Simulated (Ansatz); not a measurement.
Geometry optimisation, RKS revPBE-D4/def2-SVP in Ansatz 0.2.0.

Input file:

```yaml
crystal:
  periodic: [false, false, false]
  atoms:
    - { symbol: Si, position_ang: [0.0, 0.0, 0.0] }
    - { symbol: H, position_ang: [0.0, 0.0, 1.46] }
    - { symbol: Cl, position_ang: [2.0086, 0.0, -0.7093] }
    - { symbol: H, position_ang: [-0.6877, 1.1914, -0.4862] }
    - { symbol: H, position_ang: [-0.6877, -1.1914, -0.4862] }
basis:
  gaussian: { orbitals: def2-SVP }
hamiltonian:
  xc: revpbe
  dispersion: d4
relax:
  f_tol: 0.02
  max_steps: 40
output:
  orbitals: {}
```

Run as:

```bash
$ ansatz run input.yaml --threads 1 --pin off --max-ram 2048MiB --backend cpu --events-out ev --progress --plain --runs-dir out
```

Q: Where does it end, and by what steps?

A: The forces met the threshold. After 3 steps the energy has fallen by 0.064 eV; H4 moved furthest, 0.04 Å.

| step | energy less start (eV) | largest force component (eV/Å) | accepted |
| --- | --- | --- | --- |
| 0 | 0.0000 | 1.169 | yes |
| 1 | -0.0574 | 0.450 | yes |
| 2 | -0.0642 | 0.032 | yes |
| 3 | -0.0642 | 0.002 | yes |

```xyz
5
Properties=species:S:1:pos:R:3
Si 0.009 0.000 -0.003
H 0.022 0.000 1.498
Cl 1.976 0.000 -0.698
H -0.687 1.229 -0.509
H -0.687 -1.229 -0.509
```

Whether the end is a true minimum wasn't checked by a vibrational analysis.

Time of the run: 4.2 s on 1 thread of AMD EPYC 7R43 64-Core Processor (Zen 3) (shared host), peak memory 0.12 GiB.
